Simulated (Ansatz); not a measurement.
# H5N: the cost of one run

Computed with Ansatz 0.2.0 (the levels named in each step, unless a step's input says otherwise).

## 1. The system as given

Bond lengths: N1–H4 1.013 Å, N1–H5 1.011 Å, N1–H6 1.014 Å. Angles: H4–N1–H5 107.9°, H4–N1–H6 107.7°, H5–N1–H6 107.8°.

Structure file:

```xyz
6

N     0.1398   -0.0185   -0.1773
H    -1.7444    0.2259    2.2472
H    -1.2597    0.1635    1.6338
H     0.6631    0.8364   -0.3209
H     0.8037   -0.7706   -0.0483
H    -0.3802   -0.2074   -1.0269
```

## 2. A rough first relaxation, PBE-D4/def2-SVP

Input file input.yaml:

```yaml
crystal:
  periodic: [false, false, false]
  atoms:
    - { symbol: "N", position_ang: [0.13983, -0.01853, -0.17731] }
    - { symbol: H, position_ang: [-1.74439, 0.22587, 2.24723] }
    - { symbol: H, position_ang: [-1.25973, 0.1635, 1.63384] }
    - { symbol: H, position_ang: [0.6631, 0.83635, -0.32086] }
    - { symbol: H, position_ang: [0.80369, -0.77063, -0.0483] }
    - { symbol: H, position_ang: [-0.38018, -0.20743, -1.02692] }
basis:
  gaussian: { orbitals: def2-SVP }
hamiltonian:
  xc: pbe
  dispersion: d4
relax:
  f_tol: 0.03
  max_steps: 200
```

Started as:

```sh
$ ansatz run input.yaml --threads 2 --pin off --max-ram 5120MiB --backend cpu --events-out ev --progress --plain --runs-dir out
```

What time and memory should one allow on 2 threads of Arm Neoverse V2, shared host?

About 1.6 s, with a peak of 0.077 GiB.
